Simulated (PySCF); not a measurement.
# [BH4]− (SMILES [BH4-]): levels of theory compared

Wanted: a comparison of 3 runs (B3LYP/SBKJC, NEVPT2(2,2)/SBKJC, CCSD(T)/SBKJC) of [BH4]−. Input form: a Python script.

The calculation is run with PySCF 2.14.0.

6 further runs of the same task are left out: 1 that didn't finish, 5 set aside as unsound or not needed.

## (1) The molecule

[BH4]−: 5 atoms, total charge -1, spin state singlet. SMILES: `[BH4-]`. The B1–H3 distance was set to 3.440 Å, away from the relaxed value. At this shape a bond of the SMILES string is far longer than usual.

Bond lengths: B1–H2 1.228 Å, B1–H4 1.229 Å, B1–H5 1.229 Å. Angles: H2–B1–H4 109.5°, H2–B1–H5 109.5°, H4–B1–H5 109.5°.

## (2) The energy at B3LYP/SBKJC (core potential) (run 1)

The input, input.py:

```python
from pyscf import gto, dft

system = gto.M(
    atom='''
B     -2.470161     3.363308     0.227561
H     -1.178420     5.247063     0.639143
H      1.372584    -1.867975    -0.126744
H     -3.604961     3.626982    -1.781690
H     -4.000442     3.082589     1.952805
''',
    ecp={'B': 'sbkjc'},
    unit='bohr',
    basis='sbkjc',
    spin=0,
    charge=-1,
    max_memory=1860,
    verbose=3,
)

myscf = dft.RKS(system, xc='b3lyp')
myscf.conv_tol = 1e-10
myscf.grids.level = 5
myscf.kernel()
if not myscf.converged:
    myscf = myscf.newton().run(myscf.mo_coeff, myscf.mo_occ)

e_tot = myscf.e_tot
print(f'total energy: {e_tot:.8f} hartree')
```

Command:

```console
OMP_NUM_THREADS=1 python input.py
```

The program printed:

```text
converged SCF energy = -5.02894204866221
total energy: -5.02894205 hartree
```

Wall time 1.9 s (1 thread of Intel Xeon 6975P-C (Granite Rapids), shared host); peak memory 0.17 GiB.

## (3) A single-point energy at NEVPT2(2,2)/SBKJC (core potential) (run 2)

The input, run.py:

```python
import numpy
from pyscf import gto, scf, mp, mcscf, mrpt

mol = gto.M(
    atom='''
B     -2.470161     3.363308     0.227561
H     -1.178420     5.247063     0.639143
H      1.372584    -1.867975    -0.126744
H     -3.604961     3.626982    -1.781690
H     -4.000442     3.082589     1.952805
''',
    max_memory=1860,
    charge=-1,
    unit='bohr',
    basis='sbkjc',
    verbose=4,
    ecp={'B': 'sbkjc'},
)

mf = scf.RHF(mol)
mf.conv_tol = 1e-10
mf.kernel()
if not mf.converged:
    mf = mf.newton().run(mf.mo_coeff, mf.mo_occ)

pt = mp.MP2(scf.addons.convert_to_uhf(mf)).run()
noons, natorbs = mcscf.addons.make_natural_orbitals(pt)
print('natural occupations', numpy.round(noons[:40], 4))
cas = mcscf.CASSCF(mf, 2, 2)
cas.fix_spin_(ss=0.0)
cas.natorb = True
cas.kernel(natorbs)
e_pt2 = mrpt.NEVPT(cas).kernel()
etot = cas.e_tot + e_pt2
print('E = %.10f Eh' % etot)
```

Command:

```console
OMP_NUM_THREADS=1 python run.py
```

The program printed:

```text
PySCF version 2.14.0

[... 55 lines left out ...]
converged SCF energy = -4.79274720223391
[... 54 lines left out ...]
1-step CASSCF converged in   3 macro ( 26 JK   9 micro) steps
[... 11 lines left out ...]
CASSCF energy = -4.83385662205571
[... 23 lines left out ...]
Nevpt2 Energy = -0.056947792267755
E = -4.8908044143 Eh
```

It took 0.7 s on 1 thread of Intel Xeon 6975P-C (Granite Rapids), shared host; peak memory 0.12 GiB.

## (4) The energy at CCSD(T)/SBKJC (core potential) (run 3)

The input, run.py:

```python
from pyscf import gto, cc

molecule = gto.M(
    atom='''
B     -2.470161     3.363308     0.227561
H     -1.178420     5.247063     0.639143
H      1.372584    -1.867975    -0.126744
H     -3.604961     3.626982    -1.781690
H     -4.000442     3.082589     1.952805
''',
    max_memory=1860,
    verbose=4,
    ecp={'B': 'sbkjc'},
    basis='sbkjc',
    unit='bohr',
    charge=-1,
)

hf = molecule.RHF()
hf.conv_tol = 1e-10
hf.kernel()
if not hf.converged:
    hf = hf.newton().run(hf.mo_coeff, hf.mo_occ)

mycc = cc.CCSD(hf)
mycc.kernel()
e_t = mycc.ccsd_t()
energy = mycc.e_tot + e_t
print('E(%s) = %.9f' % ('CCSD(T)', energy))
```

Command:

```console
OMP_NUM_THREADS=1 python run.py
```

The program printed:

```text
PySCF version 2.14.0

[... 55 lines left out ...]
converged SCF energy = -4.79274720223391
[... 11 lines left out ...]
Init t2, MP2 energy = -4.86439306450741  E_corr(MP2) -0.0716458622734937
[... 13 lines left out ...]
CCSD converged
[... 2 lines left out ...]
E(CCSD(T)) = -4.912073257
```

Run time: 0.58 s. Hardware: 1 thread of Intel Xeon 6975P-C (Granite Rapids), shared host; peak memory 0.12 GiB.

## (5) All runs side by side

```csv
run,level,integration grid,active selection,energy (Eh),HOMO energy (eV),LUMO energy (eV),HOMO–LUMO gap (eV),wall time
1,B3LYP/SBKJC (core potential),5,–,-5.028942,1.18,3.56,2.38,1.9 s
2,"NEVPT2(2,2)/SBKJC (core potential)",–,mp2 natural orbitals,-4.890804,-0.45,6.61,7.06,0.7 s
3,CCSD(T)/SBKJC (core potential),–,–,-4.912073,-0.45,6.61,7.06,0.58 s
```

## (6) Outcome

| quantity | value |
| --- | --- |
| run 3: total energy | -4.91207 Eh |
| run 3: HOMO energy (Hartree–Fock orbitals) | -0.45 eV |
| run 3: LUMO energy (Hartree–Fock orbitals) | 6.61 eV |
| run 3: HOMO–LUMO gap (to an unbound level, set by the basis) | 7.06 eV |
| run 3: correlation energy | -119.3 mEh |
| run 3: (T) correction | -8.05 mEh |
| run 3: T1 diagnostic | 0.108 |

What this shows: In run 1 the HOMO lies above zero, so the outermost electron may be held by the basis alone. In run 3 the T1 diagnostic is large, so a single reference may not serve. All runs together took 3.1 s, the longest 1.9 s.
